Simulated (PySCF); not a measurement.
Gas-phase reaction: 2 AlCH3 + 4 H → AlH3 + AlH(CH3)2

Computed with PySCF and rigid-rotor harmonic-oscillator thermochemistry at 1 bar. † marks an energy on the PBE0/def2-TZVP geometry and frequencies. MP2 and CCSD(T) freeze the core. Open shells (unrestricted): H (multiplicity 2); the rest are closed-shell singlets. B3LYP is the form with VWN-RPA correlation. AlCH3, AlH3, AlH(CH3)2: computed as isolated molecules; such fragments, hydroxides, amides, oligomers or adducts are transient or little studied in the gas. MP2 isn't extrapolated to the basis-set limit. CCSD(T) isn't extrapolated to the basis-set limit.

```
level               ΔH°(298 K), kJ
------------------  --------------
B3LYP/def2-TZVP†        (withheld)
BLYP/def2-TZVP†              -1067
CCSD(T)/def2-SVP†            -1047
HF/def2-TZVP†                 -902
M06-2X/def2-TZVP†       (withheld)
MP2/def2-SVP†           (withheld)
PBE0/def2-QZVP†              -1070
r2SCAN/def2-TZVP†            -1113
LDA/def2-TZVP†          (withheld)
ωB97M-V/def2-TZVP†           -1092
```

Task: Fill in the missing entries.

Result: 
- B3LYP/def2-TZVP†, ΔH°(298 K), kJ: -1097
- M06-2X/def2-TZVP†, ΔH°(298 K), kJ: -1064
- MP2/def2-SVP†, ΔH°(298 K), kJ: -1030
- LDA/def2-TZVP†, ΔH°(298 K), kJ: -1158
